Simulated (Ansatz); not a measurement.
# AlH₃O + CH₄: a complex and its separated parts

Aim: how far the complex at one end of a reaction step lies below its separated, relaxed parts, level by level.

Computed with Ansatz 0.2.0, Gaussian basis. Level: PBE0-D4/def2-TZVP structures, single points in def2-TZVPP, no counterpoise correction.

Levels: SPW92, PBE-D4, BLYP-D4, r2SCAN-D4, B97M-V, PBE0-D4, B3LYP-D4, r2SCAN0-D4, BHLYP-D4, CAM-B3LYP-D4, wB97X-V, wB97M-V, B2PLYP, PBE-QIDH, RPA on PBE, Hartree-Fock, MP2, CCSD, CCSD(T).

Correlated methods freeze the cores. B3LYP uses VWN-RPA correlation. B2PLYP carries no dispersion term here.

78 further runs of the same task are left out: 78 set aside as unsound or not needed.

### Step 1. Starting geometry

The complex: 10 atoms, charge 0, spin multiplicity 1.

Atoms are counted from 1 here; the program's logs count them from 0.

Bond lengths: Al1–O2 1.702 Å, Al1–H3 1.586 Å, Al1–H4 1.577 Å, O2–H7 0.956 Å, H5–C6 1.094 Å, C6–H8 1.090 Å, C6–H9 1.088 Å, C6–H10 1.095 Å. Angles: O2–Al1–H3 119.4°, O2–Al1–H4 116.2°, H3–Al1–H4 124.0°, Al1–O2–H7 122.7°, H5–C6–H8 108.1°, H5–C6–H9 109.5°, H5–C6–H10 111.9°, H8–C6–H9 110.3°, H8–C6–H10 107.4°, H9–C6–H10 109.5°.

Coordinates:

```xyz
10
CH7AlO
Al   -0.6447    0.8313   -0.9940
O     0.9145    1.3892   -1.3851
H    -1.2795   -0.3569   -1.8320
H    -1.4328    1.6688    0.0853
H     0.9050   -0.1863    0.8042
C     0.1957   -0.8964    1.2383
H     1.4476    0.9914   -2.0712
H     0.7490   -1.7839    1.5449
H    -0.2947   -0.4421    2.0969
H    -0.5600   -1.2151    0.5128
```

Its parts: AlH₃O holds atoms 1, 2, 3, 4, 7; CH₄ holds atoms 5, 6, 8, 9, 10. Each part counts its atoms afresh in its own runs.

### Step 2. Relaxing AlH₃O alone

relax-a/in.yaml

```yaml
crystal:
  periodic: [false, false, false]
  atoms:
    - {symbol: Al, position_ang: [-0.644698, 0.831275, -0.994049]}
    - {symbol: O, position_ang: [0.914482, 1.389174, -1.385098]}
    - {symbol: H, position_ang: [-1.279471, -0.356867, -1.832004]}
    - {symbol: H, position_ang: [-1.432810, 1.668850, 0.085285]}
    - {symbol: H, position_ang: [1.447589, 0.991416, -2.071223]}
basis:
  gaussian: {orbitals: def2-TZVP}
hamiltonian: {xc: pbe0, dispersion: d4}
relax: {f_tol: 0.005, max_steps: 200}
```

Run with:

```bash
> ansatz run in.yaml --threads 2 --pin off --events-out ev --progress --plain --max-ram 4352MiB
```

After this run come: Relaxing CH₄ alone; SPW92/def2-TZVPP; PBE-D4/def2-TZVPP; BLYP-D4/def2-TZVPP; r2SCAN-D4/def2-TZVPP; B97M-V/def2-TZVPP; PBE0-D4/def2-TZVPP; B3LYP-D4/def2-TZVPP; r2SCAN0-D4/def2-TZVPP; BHLYP-D4/def2-TZVPP; CAM-B3LYP-D4/def2-TZVPP; wB97X-V/def2-TZVPP; wB97M-V/def2-TZVPP; B2PLYP/def2-TZVPP; PBE-QIDH/def2-TZVPP; RPA on PBE/def2-TZVPP; CCSD(T)/def2-TZVPP; Vibrations of AlH₃O; Vibrations of CH₄.

Before running it: what results should come out? Wanted: complex less parts, CCSD(T)/def2-TZVPP; with zero-point energy; largest T1 diagnostic.

**Answer**, as computed:

| quantity | value |
| --- | --- |
| complex less parts, CCSD(T)/def2-TZVPP | -7.3 kJ/mol |
| with zero-point energy | -2.6 kJ/mol |
| largest T1 diagnostic | 0.012 |

What this shows: At CCSD(T) the complex lies 7.3 kJ/mol below its parts. The functionals run from B3LYP-D4, off by +0.1 kJ/mol, to SPW92, off by -15.1 kJ/mol, against CCSD(T). By rung, the mean size of the error is: LDA 15.1, GGA 2.8, meta-GGA 2.4, hybrid 2.2, range-separated hybrid 1.9, double hybrid 2.8 kJ/mol. PBE-D4 gives a relative energy 4.4 kJ/mol too low, an error of 60 % of the reference. No counterpoise was applied, and triple zeta lacks some correlation, so the CCSD(T) reference has a basis error of its own, and close matches with it are partly luck.
